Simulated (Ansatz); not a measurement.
A made-up structure of C2H5Si (charge -1), closed shell:

C1  (-0.609, 0.708, -0.903)
C2  (-0.076, -0.391, -0.935)
Si3  (0.448, -0.596, 0.535)
H4  (-0.945, 0.889, -1.762)
H5  (-0.768, 1.533, -0.048)
H6  (0.288, 0.467, 1.797)
H7  (1.941, -0.760, 0.339)
H8  (-0.278, -1.850, 0.977)
(Å)

It is relaxed with PBE-D4/def2-SVPD and then PBE0-D4/def2-TZVPD (Ansatz 0.2.0). Atoms count as bonded within 1.22 times the sum of their covalent radii (H–H: 0.88 Å). The end point is not checked to be a true minimum.

Question: Does its bonding change? (A judgement: the text doesn't fix the answer.)

Answer: By the calculation: Yes. Formed: none; broken: C1–Si3.

Where it ends: The first stage lowers the energy by 3.59 eV in 10 steps. It ends as C₂H₅Si ([CH2][C][SiH3]), total charge -1:
| atom | x (Å) | y (Å) | z (Å) |
| --- | --- | --- | --- |
| C1 | -0.7547 | 0.8922 | -1.0961 |
| C2 | -0.1328 | -0.2851 | -0.9495 |
| Si3 | 0.5493 | -0.7188 | 0.6786 |
| H4 | -1.1891 | 1.2123 | -2.0576 |
| H5 | -0.9027 | 1.6559 | -0.3040 |
| H6 | 0.4200 | 0.2426 | 1.8716 |
| H7 | 2.0318 | -0.9947 | 0.6329 |
| H8 | -0.0217 | -2.0044 | 1.2240 |

Labels in which every atom is bracketed show which atoms are joined, not bond orders.

For scale, one of the runs: PBE0-D4/def2-TZVPD relaxation, 162 basis functions, launched by `ansatz run in.yaml --threads 2 --pin off --events-out ev --progress --plain --max-ram 4352MiB`. The run took about 24 s on 2 CPU threads of an Arm Neoverse V1 (shared host).
